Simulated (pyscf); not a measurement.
**Concerted two-bond exchange: `[CH3][SiH]([Cl])[Cl]` → `[Cl][CH2][SiH2][Cl]`**

Gas phase, singlet surface, charge 0. Bonds broken: C1–H5, Si2–Cl3. Bonds formed: C1–Cl3, Si2–H5. Single points on ωB97X-D3(BJ)/def2-SVP structures (PySCF, gas phase). MP2 and CC: frozen core, UHF for open shells. ΔMP2 is the change of the MP2 total energy from the triple- to the quadruple-zeta basis.

Transition state (Å):

```xyz
8

C     -0.6836    -1.1015     0.8824
Si     0.1641     0.2406     0.0553
Cl    -1.3275     1.2226     1.5295
Cl    -0.5926     0.9826    -1.6994
H      0.7737    -1.1623    -0.5214
H     -0.2625    -1.6029     1.7653
H     -1.5709    -1.5740     0.4384
H      1.3939     0.8781     0.5616
```

One imaginary mode, 864i cm⁻¹; descent along it reached the two sides named, in the forms told below.

```tsv
bond	change	reactant side (Å)	saddle	product side
C1–H5	breaks	1.101	2.024	2.8
Si2–Cl3	breaks	2.060	2.316	3.0
C1–Cl3	forms	3.2	2.497	1.787
Si2–H5	forms	2.465	1.635	1.488
```

Electronic energies relative to the reactant's lowest minimum found (kJ/mol):

```
level                             barrier  reaction energy  reverse barrier
--------------------------------  -------  ---------------  ---------------
ωB97X-D3(BJ)/def2-TZVP              439.7           +183.6            256.0
PBE/def2-TZVP                       392.2           +175.6            216.6
r²SCAN/def2-TZVP                    408.9           +185.7            223.2
B3LYP-D3(BJ)/def2-TZVP              409.3           +178.0            231.3
PBE0-D3(BJ)/def2-TZVP               423.3           +180.8            242.6
M06-2X/def2-TZVP                    441.4           +181.2            260.1
ωB97M-D3(BJ)/def2-TZVP              432.9           +183.0            249.9
HF/def2-TZVP                        455.0           +181.3            273.7
MP2/def2-QZVPP                      461.3           +188.0            273.3
CCSD/def2-TZVPP                     446.5           +180.3            266.1
CCSD(T)/def2-TZVPP                  435.5           +179.5            256.0
CCSD(T)/def2-TZVPP + ΔMP2(QZVPP)    433.8           +180.7            253.1
```

With CCSD(T)/def2-TZVPP + ΔMP2(QZVPP) energies and thermal terms (ideal gas, 1 atm, RRHO with modes under 100 cm⁻¹ raised to 100, one conformer, R ln 2 for chiral ones without a mode under 150 cm⁻¹), in kJ/mol:

```csv
T (K),ΔH‡,ΔG‡,ΔH,ΔG
298,416.3,416.5,+175.8,+176.0
600,416.1,416.8,+175.4,+176.6
900,415.8,417.2,+175.8,+177.1
1200,415.1,417.7,+176.3,+177.4
```

On the product side the descent ends in a point that may be a rotor saddle (no frequency run), 4.5 kJ/mol over the lowest minimum found and 251.6 kJ/mol under the saddle at ωB97X-D3(BJ)/def2-TZVP. The same reactants have a lower exit, to H₃C–Si:–Cl [singlet] + HCl (barrier +313.4 kJ/mol at ωB97M-D3(BJ)/def2-TZVP, against +432.9 kJ/mol here). One saddle was located; it need not be the lowest between these sides. The CCSD(T) − MP2 part came from Ansatz, without density fitting, on the same reference.
